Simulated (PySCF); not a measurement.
Compound: C2H6O3S.
Geometry (PBE0-D3(BJ)/def2-SVP, Å), atoms numbered from 1 in this order:
```xyz
12
C2H6O3S angstrom
C     -2.4726    0.0369    0.0405
O     -1.1848    0.5934   -0.1501
S      0.0081   -0.2043    0.6644
O      0.0636   -1.5843    0.1760
O      1.1274    0.6935   -0.1509
C      2.4608    0.2594    0.0429
H     -2.5099   -1.0102   -0.2999
H     -3.1583    0.6393   -0.5683
H     -2.7932    0.0901    1.0961
H      2.5953   -0.7821   -0.2899
H      3.0882    0.9183   -0.5704
H      2.7755    0.3501    1.0979
```

The closed-shell ground state was solved at several levels (PySCF, density fitting, gas phase, non-relativistic).

```tsv
level	basis functions	HOMO (eV)	LUMO (eV)	gap (eV)	dipole (D)
PBE0/aug-cc-pVDZ	196	-7.72	-0.43	7.29	1.38
wB97X-D/def2-SVPD	184	-9.75	1.28	11.03	1.42
PBE0/6-31+G*	124	-7.78	-0.49	7.29	1.47
PBE0/pcSseg-1	139	-7.65	-0.22	7.43	1.44
```

Q: What might PBE0/def2-TZVPD (294 basis functions) give for the same quantities?

A: HOMO -7.78 eV, LUMO -0.46 eV, gap 7.32 eV, dipole 1.33 D.

Q: How much does the basis alone move the frontier levels among the 4 PBE0 rows (the withheld one included)?

A: The HOMO by 0.13 eV and the LUMO by 0.27 eV. By rising basis size (HOMO, LUMO in eV): 6-31+G* -7.78, -0.49; pcSseg-1 -7.65, -0.22; aug-cc-pVDZ -7.72, -0.43; def2-TZVPD -7.78, -0.46.

Q: How far do the dipole and the HOMO energy spread over the levels?

A: The dipole runs from 1.33 to 1.47 D (mean 1.41 D) and the HOMO from -9.75 to -7.65 eV.

One conformer stands for the species.
